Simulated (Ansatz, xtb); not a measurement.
# Ranking isomers of C5H9F

5 gas-phase structures of C5H9F, from a drawn sample of its isomers (lower ones may exist). Each was relaxed with GFN2-xTB:

A. `C[C@@H]1CC[C@@H]1F`, a singlet
B. `CC1(F)CCC1`, a singlet
C. `C[C@@H]1CC[C@H]1F`, a singlet
D. `C[C@H]1C[C@H](F)C1`, a singlet
E. `C[C@H]1C[C@@H](F)C1`, a singlet

Problem. Which do you expect lowest at r2SCAN-D4/def2-SVP, and how would the others follow?

Solution. Calculated order at r2SCAN-D4/def2-SVP: B (0.0), A (3.6), C (3.6), E (3.7), D (4.7) kcal/mol. Less than 1 kcal/mol parts A and C; C and E; E and D, so the order within those pairs means little.

Energies above the lowest of each column, in kcal/mol; the last columns are at B3LYP-D3(BJ)/def2-SVP geometries:

| structure | GFN2-xTB | HF/STO-3G | r2SCAN-D4/def2-SVP | B3LYP-D3(BJ)/def2-SVP | CCSD(T)/def2-SVP + ΔMP2/def2-TZVPP |
| --- | --- | --- | --- | --- | --- |
| B | 0.0 | 0.0 | 0.0 | 0.0 | 0.0 |
| A | 2.6 | 2.3 | 3.6 | 3.3 | 3.8 |
| C | 1.3 | 1.5 | 3.6 | 2.6 | 2.8 |
| E | 1.3 | 1.8 | 3.7 | 2.8 | 3.0 |
| D | 1.5 | 2.4 | 4.7 | 3.8 | 4.1 |

Every level run on B puts it lowest or level with the lowest. CCSD(T)/def2-SVP + ΔMP2/def2-TZVPP orders those it was run on as B (0.0), C (2.8), E (3.0), A (3.8), D (4.1) kcal/mol. Less than 1 kcal/mol parts C and E; E and A; A and D, so the order within those pairs means little. ΔMP2 is the change of the MP2 energy from the smaller to the larger basis.

Over these structures GFN2-xTB departs from r2SCAN-D4/def2-SVP by 1.0 kcal/mol on average once a common shift is removed. A GFN2-xTB relaxation took about 0.07 s and the r2SCAN-D4/def2-SVP energy about 2.7 s on a shared host (Ansatz 0.2.0, xtb 6.7.1).
